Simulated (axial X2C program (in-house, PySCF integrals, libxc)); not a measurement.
LiO⁻: cheaper levels and CCSD(T), two-component

All values were computed with an axial X2C code built on PySCF integrals. Two-component (2c) means X2C with spin–orbit coupling and atomic mean-field two-electron Coulomb and Gaunt terms. Basis: O dyall-av3z [7s6p3d2f], Li dyall-av3z [9s9p3d] (cores contracted in-house); Gaussian nuclei, density fitting, unrestricted open shells. Masses: O 15.995 u, Li 7.016 u.

State: Ω = 2 (⟨Sz⟩ = 1.00, ⟨Lz⟩ = 1.00 at HF); fragments O- + Li for PBE0, MP2, CCSD, BP86, CCSD(T); O + Li- for HF.

| level | Re (Å) | ωe (cm⁻¹) | De (eV) |
| --- | --- | --- | --- |
| PBE0 | 1.739 | 705.0 | 2.51 |
| HF | 1.731 | 732.7 | n/a |
| MP2 | 1.766 | 681.7 | 2.57 |
| CCSD | 1.758 | 693.4 | 2.64 |
| BP86 | 1.760 | 671.4 | 2.33 |

Correlated methods: 8 electrons correlated (number of frozen shells: O 1 s; Li 1 s), 188 virtual spin orbitals or spinors in MP2, 84 natural virtuals in coupled cluster.

CCSD(T), same Hamiltonian and basis:

Re = 1.764 Å, ωe = 683.6 cm⁻¹, De = 2.61 eV; T1 = 0.015 (Lee–Taylor normalisation).

Problem. Give the differences from CCSD(T) in the columns below.

Solution. 

```tsv
level	ΔRe (Å)	Δωe (cm⁻¹)	ΔDe (eV)
PBE0	-0.025	21	-0.10
HF	-0.033	49	n/a
MP2	0.002	-2	-0.04
CCSD	-0.006	10	0.03
BP86	-0.004	-12	-0.28
```

The state is a single determinant with fixed occupations, the lowest that a limited PBE0 search found. De is counted from the lowest determinant-based energies of the atoms at the same level, without counterpoise correction. De is not given where an atomic determinant may have missed its ground term or J level, or where the truncated virtual space spoils (T). Density functionals use the spin component along the axis (collinear). Coupled cluster ran in a truncated set of natural virtual spinors; the MP2 energy of the rest was added. (T) has no such correction and the atoms are truncated less, which lowers De at CCSD(T) by a hundredth of an eV or more. The 2c atoms are single determinants rather than J levels; their spin–orbit lowering is only partly caught, and De is too large by that part. This holds for PBE0, BP86. Other states lie close and PBE0, whose exact exchange favours high spin, may order them wrongly; the determinant shown need not be the ground state. The nearest other spin-free determinant of the search, M_S = 0, Λ = 1, lies 0.003 eV up at the distance of the search. The functionals have no current-density term, which raises determinants with orbital currents, atoms included. With several unpaired electrons one determinant need not be a pure state. A state of lower Ω lies just above, and one determinant can place such states too high, so the state shown need not be the lowest. The search has Ω = 1 only 0.00 eV up. Open-shell Ω = 0 determinants with evenly filled partner blocks cannot be reached by this program, so the Ω shown need not be the lowest component. At some level and bond length an empty orbital lies below a filled one. The highest occupied level of some functionals is positive through self-interaction error; at Hartree–Fock it is bound.
